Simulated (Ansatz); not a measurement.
# BNH4 (triplet): the correlation ladder at distance B1–H4 along a hydrogen transfer = 1.272 Å, cc-pVDZ

An exercise on one series of results from a longer session: the logs are not shown, and one member is left open.

Method: cc-pVDZ, core rule «outside noble gas», up to 2 orbitals frozen; program: Ansatz 0.2.0, Gaussian basis.

To be run: UHF; CCSD(T) on ROHF; CCSD(T) on UHF; BCCD(T) on ROHF; CISD; CCSDT(Q) on ROHF; CCSDT(Q) on UHF; CASSCF and MRCISD+Q, 4 electrons in 4 orbitals; CASSCF and NEVPT2, 4 electrons in 4 orbitals.

8 further runs of the same task are left out: 1 for a mislabelled method, 7 that didn't finish.

## The geometry

The geometry derives from fragments relaxed apart (PBE0/def2-TZVP) and kept rigid, so it is no stationary point. A hydrogen atom is moved between rigid fragments.

6 atoms, charge 0, spin multiplicity 3.

Atoms are counted from 1 here; the program's logs count them from 0.

Bond lengths: B1–H2 1.193 Å, B1–H3 1.193 Å, B1–H4 1.272 Å, H4–N5 1.236 Å, N5–H6 1.040 Å. Angles: H2–B1–H3 120.0°, H2–B1–H4 120.0°, H3–B1–H4 120.0°, B1–H4–N5 180.0°, H4–N5–H6 105.0°.

Set-up of the first run:

in.yaml

```yaml
crystal:
  periodic: [false, false, false]
  atoms:
    - {symbol: B, position_ang: [-1.317428, 0.035086, 0.000000]}
    - {symbol: H, position_ang: [-1.914161, 1.068657, 0.000000]}
    - {symbol: H, position_ang: [-1.914162, -0.998486, 0.000000]}
    - {symbol: H, position_ang: [-0.045428, 0.035086, 0.000000]}
    - {symbol: N, position_ang: [1.190572, 0.035086, 0.000000]}
    - {symbol: H, position_ang: [1.459654, -0.969141, 0.000000]}
basis:
  gaussian: {orbitals: cc-pVDZ}
magnetization: {spin_polarized: true, initial_magnetization: 2}
hamiltonian: {xc: hf}
output: {orbitals: {seedname: orbitals}}
```

Command:

```sh
> ansatz run in.yaml --threads 1 --pin off --events-out ev --progress --plain --max-ram 2393MiB
```

Among the steps run: UHF; CCSD(T) on ROHF; CCSD(T) on UHF; BCCD(T) on ROHF; CISD; CCSDT(Q) on ROHF; CCSDT(Q) on UHF; CASSCF and MRCISD+Q, 4 electrons in 4 orbitals; CASSCF and NEVPT2, 4 electrons in 4 orbitals.

One of the session's tables, all rows but one given; the rest of the session is left out.

```
       method  from UCCSDT(Q) (meV)
         ROHF               +7605.4
          UHF               +7261.5
         RMP2               +1280.3
         UMP2                     ?
         CISD                +727.6
        RCCSD                +184.3
        UCCSD                +177.1
     RCCSD(T)                 +34.7
     UCCSD(T)                 +34.6
      BCCD(T)                 +35.2
       RCCSDT                 +10.0
       UCCSDT                  +8.7
    RCCSDT(Q)                  +1.1
    UCCSDT(Q)                     0
  CASSCF pair               +7007.7
  NEVPT2 pair               +1208.9
  MRCISD pair                +656.7
MRCISD+Q pair                 +52.7
```

Estimate the missing values for UMP2.

As computed: from UCCSDT(Q) (meV): +1327.2. In the column «from UCCSDT(Q) (meV)» it lies between RMP2 (+1280.3) and CASSCF pair (+7007.7).

Caveats from the session: Restricted and unrestricted rows rest on different reference determinants; where their highest levels disagree by more than a few hundredths of an eV, they describe different states and don't form one ladder.
